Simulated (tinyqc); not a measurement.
RHF in the sto-3g basis, for NH3, spin multiplicity 1, step by step (part 2 of 2). Computed by tinyqc, a small Python program that keeps every step (integrals from PySCF). Command: `OMP_NUM_THREADS=1 python tinyqc.py 22096 22097 out.jsonl` (the two numbers bound the seeds that draw the settings). One thread of a shared host (Intel(R) Xeon(R) Processor @ 2.60GHz), about 0.1 s of CPU time with the checks.

Geometry (angstrom):

| atom | x | y | z |
|---|---|---|---|
| N | 0.000000 | 0.000000 | 0.007000 |
| H | 1.204000 | 0.000000 | 0.000000 |
| H | -0.602000 | 1.043000 | 0.000000 |
| H | -0.602000 | -1.043000 | 0.000000 |

## Iteration 2: building the Fock matrix

D after iteration 1, lower triangle:
```
            1N 1s     1N 2s     1N 2px     1N 2py     1N 2pz      2H 1s      3H 1s     4H 1s
1N 1s    2.070127
1N 2s   -0.280465  1.206951
1N 2px  -0.000010  0.000016   0.536192
1N 2py   0.000000  0.000000   0.000000   0.536101
1N 2pz  -0.004470  0.022990  -0.000003   0.000000   1.999626
2H 1s   -0.093903  0.278859   0.574996   0.000000  -0.012626   0.681612
3H 1s   -0.093907  0.278954  -0.287544   0.497962  -0.012630  -0.243323   0.681797
4H 1s   -0.093907  0.278954  -0.287544  -0.497962  -0.012630  -0.243323  -0.243274  0.681797
```

core Hamiltonian H = T + V (hartree), lower triangle:
```
             1N 1s      1N 2s     1N 2px     1N 2py     1N 2pz      2H 1s      3H 1s      4H 1s
1N 1s   -25.513543
1N 2s    -5.871221  -7.565718
1N 2px   -0.000007  -0.000082  -6.261634
1N 2py    0.000000   0.000000   0.000000  -6.261626
1N 2pz    0.000195   0.002383   0.000000   0.000000  -6.128665
2H 1s    -0.936043  -2.392675  -1.957072   0.000000   0.011868  -4.008276
3H 1s    -0.935467  -2.391621   0.977958  -1.694402   0.011861  -0.573765  -4.007599
4H 1s    -0.935467  -2.391621   0.977958   1.694402   0.011861  -0.573765  -0.573333  -4.007599
```

nuclear repulsion = 9.98948015 hartree

Given earlier and not repeated: Two-electron integrals (ij|kl) in chemists' order.

J_ij = sum D_kl (ij|kl), K_ij = sum D_kl (ik|jl); F = H + J - 0.5 K; E = tr D H + tr D J / 2 - 0.25 tr D K + E_nn.

Coulomb J (hartree), lower triangle:
```
            1N 1s     1N 2s     1N 2px     1N 2py     1N 2pz     2H 1s     3H 1s     4H 1s
1N 1s   14.367223
1N 2s    2.666907  6.729288
1N 2px   0.000008  0.000055   6.720476
1N 2py   0.000000  0.000000   0.000000   6.720484
1N 2pz   0.000615  0.001906  -0.000001   0.000000   6.726048
2H 1s    0.423306  2.142997   1.907109   0.000000  -0.010768  4.219147
3H 1s    0.423044  2.142065  -0.952992   1.651137  -0.010762  0.509070  4.218595
4H 1s    0.423044  2.142065  -0.952992  -1.651137  -0.010762  0.509070  0.508679  4.218595
```

exchange K (hartree), lower triangle:
```
            1N 1s     1N 2s     1N 2px     1N 2py     1N 2pz     2H 1s     3H 1s     4H 1s
1N 1s    8.450847
1N 2s    1.406854  2.028583
1N 2px   0.000002  0.000110   1.326596
1N 2py   0.000000  0.000000   0.000000   1.326484
1N 2pz  -0.000110  0.006928  -0.000004   0.000000   1.881046
2H 1s    0.230254  0.810439   0.718297   0.000000  -0.005510  1.128632
3H 1s    0.230113  0.810151  -0.359013   0.621952  -0.005509  0.153539  1.128496
4H 1s    0.230113  0.810151  -0.359013  -0.621952  -0.005509  0.153539  0.153407  1.128496
```

Fock matrix F (hartree), lower triangle:
```
             1N 1s      1N 2s     1N 2px     1N 2py     1N 2pz      2H 1s      3H 1s      4H 1s
1N 1s   -15.371743
1N 2s    -3.907741  -1.850722
1N 2px    0.000000  -0.000083  -0.204455
1N 2py    0.000000   0.000000   0.000000  -0.204384
1N 2pz    0.000865   0.000825   0.000002   0.000000  -0.343140
2H 1s    -0.627864  -0.654898  -0.409111   0.000000   0.003854  -0.353445
3H 1s    -0.627480  -0.654632   0.204472  -0.354241   0.003853  -0.141465  -0.353252
4H 1s    -0.627480  -0.654632   0.204472   0.354241   0.003853  -0.141465  -0.141357  -0.353252
```

total energy of this density = -55.33479512 hartree

## Iteration 2: diagonalisation and new density

X, lower triangle:
```
            1N 1s      1N 2s     1N 2px     1N 2py    1N 2pz      2H 1s      3H 1s     4H 1s
1N 1s    1.024247
1N 2s   -0.143467   1.227021
1N 2px  -0.000006   0.000070   1.100194
1N 2py   0.000000   0.000000   0.000000   1.100172
1N 2pz   0.000118  -0.001121   0.000000   0.000000  1.000006
2H 1s    0.019681  -0.225078  -0.234036   0.000000  0.001233   1.137194
3H 1s    0.019675  -0.224951   0.116949  -0.202608  0.001233  -0.028851   1.137079
4H 1s    0.019675  -0.224951   0.116949   0.202608  0.001233  -0.028851  -0.028835  1.137079
```

overlap S, lower triangle:
```
           1N 1s     1N 2s     1N 2px     1N 2py     1N 2pz     2H 1s     3H 1s     4H 1s
1N 1s   1.000000
1N 2s   0.235038  1.000000
1N 2px  0.000000  0.000000   1.000000
1N 2py  0.000000  0.000000   0.000000   1.000000
1N 2pz  0.000000  0.000000   0.000000   0.000000   1.000000
2H 1s   0.037157  0.382773   0.367867   0.000000  -0.002139  1.000000
3H 1s   0.037134  0.382630  -0.183842   0.318516  -0.002138  0.103431  1.000000
4H 1s   0.037134  0.382630  -0.183842  -0.318516  -0.002138  0.103431  0.103351  1.000000
```

A level shift of 0.2 hartree raises the virtual space: F + shift (S - S D(s) S), with D(s) the density of one spin (D/2). Diagonalise F' = X^T F X, C = X C', fill 5 alpha and 5 beta electrons from the bottom; D = 2 C_occ C_occ^T. Each column has its largest component positive (the first on a tie).

F' = X^T F X (hartree), lower triangle:
```
            1          2          3          4          5          6          7         8
1  -15.080221
2   -2.078998  -0.793886
3   -0.000005   0.000024   0.162555
4    0.000000   0.000000   0.000000   0.162600
5    0.001498  -0.003648   0.000001   0.000000  -0.343088
6   -0.048889  -0.427045  -0.529063   0.000000   0.004740   0.102229
7   -0.048793  -0.426884   0.264453  -0.458096   0.004739  -0.016220   0.102165
8   -0.048793  -0.426884   0.264453   0.458096   0.004739  -0.016220  -0.016202  0.102165
```

orbital energies (hartree): MO1 -15.378911, MO2 -0.987071, MO3 -0.507784, MO4 -0.507740, MO5 -0.343173, MO6 0.561717, MO7 0.788706, MO8 0.788773

coefficients C:
```
              MO1        MO2        MO3        MO4        MO5        MO6        MO7        MO8
1N 1s    0.993918  -0.225141   0.000034   0.000000  -0.002089  -0.179612   0.000000  -0.000106
1N 2s    0.027121   0.801963  -0.000165   0.000000   0.010716   1.016875   0.000000   0.000691
1N 2px   0.000002   0.000089   0.558543   0.000000   0.000002  -0.000431   0.000000   0.990244
1N 2py   0.000000   0.000000   0.000000   0.558518   0.000000   0.000000   0.990221   0.000000
1N 2pz  -0.000087  -0.001977  -0.000005   0.000000   0.999932  -0.012267   0.000000  -0.000006
2H 1s   -0.004805   0.164027   0.521898   0.000000  -0.004732  -0.641865   0.000000  -0.830288
3H 1s   -0.004802   0.163937  -0.261011   0.452018  -0.004738  -0.642421  -0.718615   0.414549
4H 1s   -0.004802   0.163937  -0.261011  -0.452018  -0.004738  -0.642421   0.718615   0.414549
```

D after iteration 2, lower triangle:
```
            1N 1s      1N 2s     1N 2px     1N 2py     1N 2pz      2H 1s      3H 1s     4H 1s
1N 1s    2.077131
1N 2s   -0.307242   1.287992
1N 2px   0.000001  -0.000041   0.623941
1N 2py   0.000000   0.000000   0.000000   0.623884
1N 2pz  -0.003461   0.018254  -0.000002   0.000000   1.999735
2H 1s   -0.083354   0.262554   0.583034   0.000000  -0.010117   0.598655
3H 1s   -0.083362   0.262667  -0.291543   0.504920  -0.010121  -0.218571   0.598736
4H 1s   -0.083362   0.262667  -0.291543  -0.504920  -0.010121  -0.218571  -0.218545  0.598736
```

## Iteration 13 (converged): orbitals

converged F (hartree), lower triangle:
```
             1N 1s      1N 2s     1N 2px     1N 2py     1N 2pz      2H 1s      3H 1s      4H 1s
1N 1s   -15.247711
1N 2s    -3.880902  -1.803049
1N 2px   -0.000003  -0.000067  -0.169583
1N 2py    0.000000   0.000000   0.000000  -0.169532
1N 2pz    0.000523   0.001011   0.000001   0.000000  -0.282053
2H 1s    -0.624480  -0.640735  -0.400503   0.000000   0.003177  -0.332139
3H 1s    -0.624098  -0.640481   0.200171  -0.346794   0.003176  -0.139121  -0.331961
4H 1s    -0.624098  -0.640481   0.200171   0.346794   0.003176  -0.139121  -0.139012  -0.331961
```

Diagonalise F' = X^T F X, C = X C', fill 5 alpha and 5 beta electrons from the bottom; D = 2 C_occ C_occ^T. Each column has its largest component positive (the first on a tie).

F' = X^T F X (hartree), lower triangle:
```
            1          2          3          4          5          6          7         8
1  -14.957984
2   -2.062791  -0.814624
3   -0.000011   0.000047   0.088156
4    0.000000   0.000000   0.000000   0.088167
5    0.000904  -0.001612   0.000000   0.000000  -0.282034
6   -0.056388  -0.370812  -0.450365   0.000000   0.002934   0.019213
7   -0.056293  -0.370655   0.225095  -0.389938   0.002933  -0.032352   0.019146
8   -0.056293  -0.370655   0.225095   0.389938   0.002933  -0.032352  -0.032332  0.019146
```

orbital energies (hartree): MO1 -15.255011, MO2 -0.947463, MO3 -0.481963, MO4 -0.481938, MO5 -0.282071, MO6 0.384381, MO7 0.621583, MO8 0.621667

coefficients C:
```
              MO1        MO2        MO3        MO4        MO5        MO6        MO7        MO8
1N 1s    0.993855  -0.224459   0.000032   0.000000  -0.001723  -0.180815   0.000000  -0.000116
1N 2s    0.027351   0.796588  -0.000166   0.000000   0.008521   1.021106   0.000000   0.000741
1N 2px   0.000002   0.000070   0.558969   0.000000   0.000001  -0.000462   0.000000   0.990004
1N 2py   0.000000   0.000000   0.000000   0.558949   0.000000   0.000000   0.989977   0.000000
1N 2pz  -0.000065  -0.001902  -0.000002   0.000000   0.999956  -0.010137   0.000000  -0.000006
2H 1s   -0.004770   0.167405   0.521555   0.000000  -0.003363  -0.640957   0.000000  -0.830537
3H 1s   -0.004767   0.167322  -0.260818   0.451705  -0.003366  -0.641579  -0.718812   0.414636
4H 1s   -0.004767   0.167322  -0.260818  -0.451705  -0.003366  -0.641579   0.718812   0.414636
```

D after iteration 13, lower triangle:
```
            1N 1s      1N 2s     1N 2px     1N 2py     1N 2pz      2H 1s      3H 1s     4H 1s
1N 1s    2.076263
1N 2s   -0.303265   1.270745
1N 2px   0.000009  -0.000074   0.624893
1N 2py   0.000000   0.000000   0.000000   0.624848
1N 2pz  -0.002721   0.014008   0.000000   0.000000   1.999831
2H 1s   -0.084587   0.266215   0.583090   0.000000  -0.007365   0.600157
3H 1s   -0.084595   0.266342  -0.291555   0.504960  -0.007367  -0.215973   0.600188
4H 1s   -0.084595   0.266342  -0.291555  -0.504960  -0.007367  -0.215973  -0.215961  0.600188
```

## Convergence

Stop when the energy changes by less than 1e-09 hartree and every element of the error matrix X^T (F D S - S D F) X is below 9e-06.

Course of the cycle:

| iteration | E (hartree) | change | largest element of the error matrix |
|---|---|---|---|
| 1 | -52.84196924 | - | 6.59e-01 |
| 2 | -55.33479512 | -2.49e+00 | 8.61e-02 |
| 3 | -55.34548764 | -1.07e-02 | 6.41e-03 |
| 4 | -55.34554103 | -5.34e-05 | 1.63e-03 |
| 5 | -55.34554749 | -6.46e-06 | 6.98e-04 |
| 6 | -55.34554872 | -1.22e-06 | 2.83e-04 |
| 7 | -55.34554898 | -2.60e-07 | 1.16e-04 |
| 8 | -55.34554904 | -6.44e-08 | 6.99e-05 |
| 9 | -55.34554906 | -1.85e-08 | 4.25e-05 |
| 10 | -55.34554907 | -5.97e-09 | 2.58e-05 |
| 11 | -55.34554907 | -2.06e-09 | 1.57e-05 |
| 12 | -55.34554907 | -7.37e-10 | 9.51e-06 |
| 13 | -55.34554907 | -2.68e-10 | 5.78e-06 |

PySCF RHF in the same basis = -55.34554907 hartree

Converged in 13 iterations.

## Populations, bond orders and dipole

Mulliken: Z minus the diagonal of D S on the atom; Loewdin: the same with S^(1/2) D S^(1/2); Mayer order: 2 sum_s sum (D(s) S)_ij (D(s) S)_ji over the two atoms.

Charges (e):

| atom | Mulliken | Loewdin |
|---|---|---|
| 1N | -0.393740 | -0.291253 |
| 2H | 0.131247 | 0.097069 |
| 3H | 0.131247 | 0.097092 |
| 4H | 0.131247 | 0.097092 |

Mayer bond orders:

| pair | order |
|---|---|
| 2-1 | 0.914567 |
| 3-1 | 0.914548 |
| 3-2 | 0.034104 |
| 4-1 | 0.914548 |
| 4-2 | 0.034104 |
| 4-3 | 0.034122 |

dipole moment about the origin, x y z (debye): -0.000028  0.000000  -0.037409
